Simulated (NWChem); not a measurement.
Correlation energy of H$_{2}$Si

```xyz
3

Si     0.0000     0.0000     0.1341
H      1.0961     0.0000    -0.9390
H     -1.0961     0.0000    -0.9390
```
Charge 0, spin multiplicity 1.

Everything below was run with NWChem. All single points use one geometry, from PBE0/def2-SVP, a minimum by its harmonic frequencies.

Basis set: def2-SVP. Each correlation energy counts from its own Hartree-Fock reference.

The correlated methods keep 5 core orbitals frozen. The structure started from a generated list of species. Coupled-cluster values serve here as a point of comparison, not as the truth.

| method | correlation energy (mHa) |
|---|---|
| CR-CCSD[T] | -116.7 |
| SCS-MP2 | (withheld) |
| CCSDT | (withheld) |
| CR-CCSD(T) | -116.7 |
| MP2 | (withheld) |
| CCSD(T) | -116.9 |
| CCSD | (withheld) |
| CCSD+T(CCSD) | -117.0 |

Question: Complete the blanks.

Answer: 
- SCS-MP2, correlation energy (mHa): -96.9
- CCSDT, correlation energy (mHa): -117.5
- MP2, correlation energy (mHa): -87.0
- CCSD, correlation energy (mHa): -114.7
